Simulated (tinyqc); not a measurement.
Extended Hueckel theory, for LiH+, step by step. The parameters take no account of the charge, which enters only through the electron count. Computed by tinyqc, a small Python program that keeps every step (integrals from PySCF). Settings: charge = 1, K = 1.75, weighted = 1, multiplicity = 2. Command: `OMP_NUM_THREADS=1 python tinyqc.py 27964 27965 out.jsonl` (the two numbers bound the seeds that draw the settings). One thread of a shared host (Intel(R) Xeon(R) Processor @ 2.60GHz), about 0.01 s of CPU time with the checks.

## Overlaps

Geometry (angstrom):
```
atom        x        y        z
Li    0.00000  0.00000  0.00000
H     0.00000  0.00000  1.68300
```

Parameters chosen for this run:
```
element  shell  Slater exponent  H_ii (eV)
H           1s          1.30000  -13.60000
Li          2s          0.65000   -5.40000
Li          2p          0.65000   -3.50000
```

Slater orbitals, each expanded in six Gaussians scaled to its exponent.

overlap S, order 1Li 2s, 1Li 2px, 1Li 2py, 1Li 2pz, 2H 1s:
$$\begin{pmatrix}
1.00000 & 0.00000 & 0.00000 & 0.00000 & 0.34633 \\
0.00000 & 1.00000 & 0.00000 & 0.00000 & 0.00000 \\
0.00000 & 0.00000 & 1.00000 & 0.00000 & 0.00000 \\
0.00000 & 0.00000 & 0.00000 & 1.00000 & 0.47113 \\
0.34633 & 0.00000 & 0.00000 & 0.47113 & 1.00000
\end{pmatrix}$$

## Wolfsberg-Helmholz matrix

diagonal H_ii (eV): 1Li 2s -5.40000, 1Li 2px -3.50000, 1Li 2py -3.50000, 1Li 2pz -3.50000, 2H 1s -13.60000

K = 1.75000

H_ij = K' S_ij (H_ii + H_jj)/2 for i != j (the diagonal keeps H_ii), with K' = K + D^2 + D^4 (1 - K), D = (H_ii - H_jj)/(H_ii + H_jj), K = 1.75.

H (eV), order 1Li 2s, 1Li 2px, 1Li 2py, 1Li 2pz, 2H 1s:
$$\begin{pmatrix}
-5.40000 & 0.00000 & 0.00000 & 0.00000 & -6.28491 \\
0.00000 & -3.50000 & 0.00000 & 0.00000 & 0.00000 \\
0.00000 & 0.00000 & -3.50000 & 0.00000 & 0.00000 \\
0.00000 & 0.00000 & 0.00000 & -3.50000 & -8.08688 \\
-6.28491 & 0.00000 & 0.00000 & -8.08688 & -13.60000
\end{pmatrix}$$

## Orbitals

valence electrons = 1

Solve H C = S C e through S^(-1/2); fill by pairs from the bottom, a degenerate level sharing its electrons equally; each orbital has its largest coefficient positive (the first on a tie).

orbital energies (eV): [-14.03987, -4.79100, -3.50000, -3.50000, 5.29423]

occupations: [1.00000, 0.00000, 0.00000, 0.00000, 0.00000]

coefficients, order 1Li 2s, 1Li 2px, 1Li 2py, 1Li 2pz, 2H 1s:
$$\begin{pmatrix}
0.14483 & 0.85960 & 0.00000 & 0.00000 & 0.64990 \\
0.00000 & 0.00000 & -0.19424 & 0.98095 & 0.00000 \\
0.00000 & 0.00000 & 0.98095 & 0.19424 & 0.00000 \\
0.12288 & -0.51105 & 0.00000 & 0.00000 & 1.03006 \\
0.87967 & -0.11317 & 0.00000 & 0.00000 & -0.85610
\end{pmatrix}$$

sum of one-electron energies = -14.03987 eV

Within a degenerate level the vectors are fixed only up to a rotation; this is one choice.

## Mulliken analysis

P = C n C^T; charge = valence electrons (H 1, Li 1) minus the sum of (P S)_ii on the atom; overlap population = 2 sum P_ij S_ij between two atoms.

charges: 1Li 0.86887, 2H 0.13113

Overlap populations:
```
pair     value
2-1   0.190100
```
